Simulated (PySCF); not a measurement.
Compound: C2ClFN (charge -1).
Atom-mapped SMILES: `[N:1]#[C:2][C-:3]([F:4])[Cl:5]`

A GFN2-xTB structure was refined with PBE0-D3(BJ)/def2-SVP geometry optimisation, gas phase in PySCF 2.14.0. Its GFN2-xTB values:

```json
{"coordinate": "N1≡C2", "GFN2-xTB": "1.166 Å"}
{"coordinate": "C2–C3", "GFN2-xTB": "1.381 Å"}
{"coordinate": "C3–F4", "GFN2-xTB": "1.415 Å"}
{"coordinate": "C3–Cl5", "GFN2-xTB": "1.811 Å"}
{"coordinate": "N1–C2–C3", "GFN2-xTB": "164.2°"}
{"coordinate": "C2–C3–F4", "GFN2-xTB": "114.6°"}
{"coordinate": "C2–C3–Cl5", "GFN2-xTB": "112.1°"}
{"coordinate": "F4–C3–Cl5", "GFN2-xTB": "107.3°"}
```

How do these coordinates change at the PBE0-D3(BJ)/def2-SVP level?

```csv
coordinate,PBE0-D3(BJ)/def2-SVP (Å or °),change
C2–C3,1.428,+0.047
C3–Cl5,1.852,+0.041
C3–F4,1.393,-0.022
N1≡C2,1.174,+0.008
N1–C2–C3,170.3,+6.1
C2–C3–Cl5,107.6,-4.5
C2–C3–F4,110.1,-4.5
F4–C3–Cl5,105.9,-1.4
```

The energy falls by 2.3 kcal/mol over 7 energy and gradient evaluations, the largest force component goes from 0.0321 to 3.6e-04 Eh/bohr, and the atoms move by 0.072 Å rms after alignment. The bond that changes most is C2–C3 (ends: carbon bonded to C and N; carbon bonded to C, Cl and F), which lengthens by 0.047 Å. Bonds longer at the end by more than 0.005 Å: 3 of 4; shorter: 1. Rotational constants go from 6412, 3130, 2143 to 6417, 3109, 2161 MHz.

The run used 74 basis functions and 50 SCF cycles in all.

No PBE0-D3(BJ)/def2-SVP frequencies stand behind this structure, so it isn't proved a minimum.
